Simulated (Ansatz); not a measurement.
in.yaml

```yaml
crystal:
  periodic: [false, false, false]
  atoms:
    - {symbol: B, position_ang: [0.000785, 0.010874, 1.316671]}
    - {symbol: P, position_ang: [-0.000048, -0.005269, -0.582261]}
    - {symbol: H, position_ang: [0.047916, 1.085838, 1.870281]}
    - {symbol: H, position_ang: [-0.054861, -1.040570, 1.900084]}
basis:
  gaussian: {orbitals: cc-pVDZ}
magnetization: {spin_polarized: true, initial_magnetization: 2}
correlation: {method: ccsdt_q, electrons: outside_noble_gas}
```

```sh
$ ansatz run in.yaml --threads 1 --pin off --events-out ev --progress --plain --max-ram 2393MiB
```

Log:

```
781 factors; integrals over basis functions are off by at most 2.3e-7 eV
mean field evaluation 1: about -9972.9576 eV, gradient 8.4e0 eV
mean field evaluation 2: about -9972.9868 eV, gradient 8.5e0 eV
mean field evaluation 4: about -9973.9578 eV, gradient 9.2e-1 eV
mean field evaluation 8: about -9973.9818 eV, gradient 1.1e-3 eV
mean field evaluation 16: about -9973.9217 eV, gradient 9.2e-1 eV
mean field evaluation 32: about -9972.1376 eV, gradient 3.6e-2 eV
mean field evaluation 64: about -9972.0657 eV, gradient 1.3e0 eV
mean field -9973.98184745 eV, -366.5370722861 hartree, gradient 2.2e-6 eV, S^2 2.017538; 2 other end points of the search recorded, 0 dependent functions left out
determinant -9973.98184745 eV, -366.5370722861 hartree, with singles and doubles -9979.27448537 eV, -366.7315731423 hartree
determinant -9972.13773281 eV, -366.4693023231 hartree, with singles and doubles -9977.73798913 eV, -366.6751079469 hartree
determinant -9970.87808499 eV, -366.4230111193 hartree, with singles and doubles -9976.30698790 eV, -366.6225196215 hartree
6 core orbitals not correlated: weight in the atoms' cores, before any rotation towards them, 1.000 or more for the frozen orbitals, at most 0.000 for the correlated occupied ones
reference -9973.98184745 eV, -366.5370722861 hartree; 6, 4 occupied and 30, 32 virtual orbitals, 781 factors
second order -4.29647356 eV of doubles, -0.00000000 eV of singles
cycle   1  -5.01477976 eV  change   -7.2e-1 eV  update   7.3e-2
cycle   2  -5.39954733 eV  change   -3.8e-1 eV  update   3.1e-2
cycle   3  -5.45191796 eV  change   -5.2e-2 eV  update   1.4e-2
cycle   4  -5.45264472 eV  change   -7.3e-4 eV  update   7.3e-3
cycle   5  -5.45471659 eV  change   -2.1e-3 eV  update   3.0e-3
cycle   6  -5.45401504 eV  change    7.0e-4 eV  update   1.4e-3
cycle   7  -5.45398068 eV  change    3.4e-5 eV  update   5.5e-4
cycle   8  -5.45449319 eV  change   -5.1e-4 eV  update   2.6e-4
cycle   9  -5.45443662 eV  change    5.7e-5 eV  update   1.1e-4
cycle  10  -5.45431817 eV  change    1.2e-4 eV  update   5.1e-5
cycle  11  -5.45434761 eV  change   -2.9e-5 eV  update   2.4e-5
cycle  12  -5.45437940 eV  change   -3.2e-5 eV  update   1.4e-5
cycle  13  -5.45438998 eV  change   -1.1e-5 eV  update   8.0e-6
cycle  14  -5.45438803 eV  change    2.0e-6 eV  update   5.8e-6
cycle  15  -5.45437973 eV  change    8.3e-6 eV  update   4.3e-6
cycle  16  -5.45437970 eV  change    2.3e-8 eV  update   2.6e-6
cycle  17  -5.45438252 eV  change   -2.8e-6 eV  update   1.5e-6
cycle  18  -5.45438329 eV  change   -7.7e-7 eV  update   7.5e-7
perturbative correction -0.00687254 eV, -0.0002525610 hartree
Total energy: -9979.44310327 eV, -366.7377697357 hartree
```

Ran on 1 thread of Intel Xeon, shared host: 54 s wall, 0.28 GiB peak host memory.
